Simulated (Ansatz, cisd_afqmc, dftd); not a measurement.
Barrier from F- (singlet) + CH3Cl (SMILES CCl) to the saddle point below; all geometries are those of the NHTBH38 set.
```xyz
6

F      0.0000     0.0000    -2.5379
C      0.0000     0.0000    -0.4884
H      0.0000     1.0621    -0.6150
H     -0.9198    -0.5310    -0.6150
H      0.9198    -0.5310    -0.6150
Cl     0.0000     0.0000     1.6245
```
Charge -1, spin multiplicity 1.

Wanted: barrier height (electronic, no zero-point energy), in kJ/mol. Radicals and triplets start from unrestricted determinants; spin-orbit coupling is neglected. Correlated methods leave the cores frozen. Rows without X2C or -DK are non-relativistic. The Monte Carlo rows (phaseless AFQMC, CISD trial, step 0.005/hartree) carry one-sigma bars that omit the constraint's bias. Outlying blocks are dropped, and bars are widened where a walk drifts. Over all cases where full CI ran beside it in this data, AFQMC minus full CI had a median of +0.1 mEh and passed +0.4 mEh in a tenth of the cases. CBS(X,Y): correlation extrapolated as X^-3, Hartree-Fock from the larger set. A bracket is a step between two methods taken in the basis named. The functionals are non-relativistic, so their misses hold any scalar relativity. '+ core + X2C': CCSD(T) terms for core correlation (cc-pwCVTZ, 1s frozen past Ne) and scalar relativity (cc-pVTZ-DK). def2-TZVPD holds few diffuse functions, which lowers the functionals' binding of the extra electron.

Published benchmark value: -12.5 kcal/mol (Zhao et al., NHTBH38), a best estimate, not a measurement.

| level | program | barrier height (kJ/mol) | difference against that value |
|---|---|---|---|
| PBE-D4/def2-TZVPD | Ansatz + dftd4 | -71.6 | -19.1 |
| r2SCANh-D4/def2-TZVPD | Ansatz + dftd4 | -70.9 | -18.4 |
| r2SCANh/def2-TZVPD | Ansatz | -70.1 | -17.6 |
| CAM-B3LYP/def2-TZVPD | Ansatz | -52.7 | -0.2 |
| MP2/aug-cc-pV(D+d)Z | Ansatz | -48.3 | 4.2 |
| MP2/aug-cc-pV(Q+d)Z | Ansatz | -42.9 | 9.6 |
| CCSD(T)/CBS(aug-cc-pV(T+d)Z,aug-cc-pV(Q+d)Z) | Ansatz | -53.4 | -0.9 |
| AFQMC/CISD/aug-cc-pV(T+d)Z | cisd_afqmc | -54.4 ± 1.8 | -1.9 |
| CCSD(T)/CBS(aug-cc-pV(T+d)Z,aug-cc-pV(Q+d)Z) + [AFQMC/CISD - CCSD(T)]/aug-cc-pV(T+d)Z + core + X2C | Ansatz + cisd_afqmc | -53.2 ± 1.8 | -0.7 |

Ansatz is a program for electronic structure.
